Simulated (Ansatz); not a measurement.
# NO2 radical: how energies converge with the basis set

One table from this session's results is given with a row withheld; the runs are named, their logs left out.

Program: Ansatz 0.2.0, Gaussian basis. Level of theory: one geometry, several basis sets. These are calculated values, not measurements.

Levels to be run: PBE0-D4/def2-SVP; ωB97M-V/def2-SVP; PBE0-D4/def2-QZVPP; ωB97M-V/def2-QZVPP; CCSD(T)/cc-pV(D+d)Z; CCSD(T)/cc-pV(T+d)Z; CCSD(T)/cc-pV(Q+d)Z; the functionals' def2-TZVPP values are taken from earlier runs.

### Structure used throughout

All runs share one geometry, relaxed beforehand with PBE0-D4 in a triple-zeta def2 set.

SMILES `O=[N+][O-]`, 3 atoms, charge 0, spin multiplicity 2.

Atoms are counted from 1 here; the program's logs count them from 0.

Bond lengths: O1–N2 1.183 Å, N2–O3 1.183 Å. Angles: O1–N2–O3 134.8°.

Coordinates:

```
O     0.38435    0.98233    0.32025
N     0.22708   -0.17015    0.10607
O    -0.61143   -0.81218   -0.42633
```

The first run:

in.yaml

```yaml
crystal:
  periodic: [false, false, false]
  atoms:
    - {symbol: O, position_ang: [0.384352, 0.982330, 0.320254]}
    - {symbol: N, position_ang: [0.227083, -0.170149, 0.106067]}
    - {symbol: O, position_ang: [-0.611435, -0.812181, -0.426331]}
basis:
  gaussian: {orbitals: def2-SVP}
magnetization: {spin_polarized: true, initial_magnetization: 1}
hamiltonian: {xc: pbe0, dispersion: d4}
output: {orbitals: {seedname: orbitals}}
```

Run with:

```bash
> ansatz run in.yaml --threads 2 --pin off --events-out ev --progress --plain --max-ram 32768MiB --backend cpu
```

Among the steps run: PBE0-D4 in def2-SVP; ωB97M-V in def2-SVP; PBE0-D4 in def2-QZVPP; ωB97M-V in def2-QZVPP.

One of the session's tables, all rows but one given; the rest of the session is left out.

| functional | basis | HOMO (eV) | LUMO (eV) |
| --- | --- | --- | --- |
| PBE0-D4 | def2-SVP | -8.03 | -3.39 |
| PBE0-D4 | def2-TZVPP | -8.22 | -3.63 |
| PBE0-D4 | def2-QZVPP | -8.25 | -3.66 |
| ωB97M-V | def2-SVP | -10.30 | -1.13 |
| ωB97M-V | def2-TZVPP | ? | ? |
| ωB97M-V | def2-QZVPP | -10.56 | -1.53 |

Q: Estimate the row for ωB97M-V, def2-TZVPP from the others.

As computed: HOMO (eV): -10.52; LUMO (eV): -1.48. In the column «HOMO (eV)» it lies between ωB97M-V, def2-QZVPP (-10.56) and ωB97M-V, def2-SVP (-10.30).
